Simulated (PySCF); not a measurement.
## Computed and reference excited states of `C=N` (CH3N)

Published values to compare with (the computed states carry no symmetry labels, so the two lists aren't matched line by line):

```json
{"state": "3A''(n→π*)", "E (eV)": "4.65", "f": "", "kind of transition": "vertical absorption", "source": "[1]"}
{"state": "1A''(n→π*)", "E (eV)": "5.23", "f": "0.003", "kind of transition": "vertical absorption", "source": "[1]"}
```

[1] computed, theoretical best estimate (aug-cc-pVTZ, frozen core, CC3 geometry), gas; Veril, Scemama, Caffarel, Lipparini, Boggio-Pasqua, Jacquemin, Loos, WIREs Comput. Mol. Sci. 2021, 11, e1517 (QUESTDB)

CH₃N.
Bonds: C1–N2 (double). Hydrogens: H3, H4 on C1; H5 on N2.

Method: PySCF, TDDFT CAM-B3LYP/def2-SVPD, vertical, gas phase, core orbitals frozen in the response. Isolated species at its PBE0-D3(BJ)/def2-SVP geometry, gas phase.

Computed singlets: 5.14 eV (f 0.002); 7.39 eV (f 0.004); 8.45 eV (f 0.077); 8.79 eV (f 0.237); 9.03 eV (f 0.047); 9.30 eV (f 0.000); 9.69 eV (f 0.226); 10.12 eV (f 0.002); 10.58 eV (f 0.015); 10.86 eV (f 0.003). Computed triplets (Tamm–Dancoff): 4.26, 5.10, 7.03, 8.14 eV.

Question: How does the lowest computed triplet compare with the best estimate listed for the lowest triplet (vertical absorption)?

Answer: 4.26 eV against 4.65 eV for 3A''(n→π*) [1]: a difference of -0.39 eV. Geometry and basis of the two calculations needn't be the same.

The vertical ionisation energy is 10.67 eV (ΔSCF), so S10 and higher lie in the continuum; a finite Gaussian basis only mimics such states.
